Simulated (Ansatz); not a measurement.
Ideal-gas functions of C4N2 (`N#CC#CC#N`) at 800 K and 1 bar, from an Ansatz frequency run at PBE0-D4/def2-TZVP.

Molar mass 76.06 g/mol, point group D∞h (symmetry number 2), electronic degeneracy 1, moments of inertia 374.672 u Å². Harmonic wavenumbers (cm⁻¹, unscaled): 114, 114, 287, 287, 516, 516, 567, 567, 623, 1201, 2243, 2376, 2416.

Use S(trans) = R[1.5 ln M + 2.5 ln T − 1.1517]; rotational temperatures θ = 24.2544 K / I; S(rot) = R[ln(T/σθ) + 1]; for each mode x = 1.438777 ν̃/T, S = R[x/(eˣ − 1) − ln(1 − e⁻ˣ)] and H = RT x/(eˣ − 1); 1 cm⁻¹ = 0.0119627 kJ/mol; R = 8.31446 J/(mol·K).

**Question.** By hand: the entropy, in J/(mol·K).

**Answer.** Translation 183.4. Rotation: θ = 0.0647 K, giving 80.9. Vibration, mode by mode: 21.50, 21.50, 13.90, 13.90, 9.23, 9.23, 8.50, 8.50, 7.79, 3.36, 0.75, 0.62, 0.58, in all 119.4. Electronic 0.0. Sum 383.7 J/(mol·K).

**Question.** By hand: H − E and G − E in kJ/mol, counted from the electronic energy.

**Answer.** Zero-point energy ½ × 11827 × 0.0119627 = 70.7; thermal vibration 44.6; translation, rotation and pV give 3.5 RT = 23.3. H − E = 138.6 kJ/mol, and G − E = 138.6 − 800 × 383.7/1000 = -168.4 kJ/mol.

Vibration gives 31 % of the entropy, 43.0 J/(mol·K) of it from the modes under 150 cm⁻¹: soft modes count most, and the harmonic formula is weakest for them.
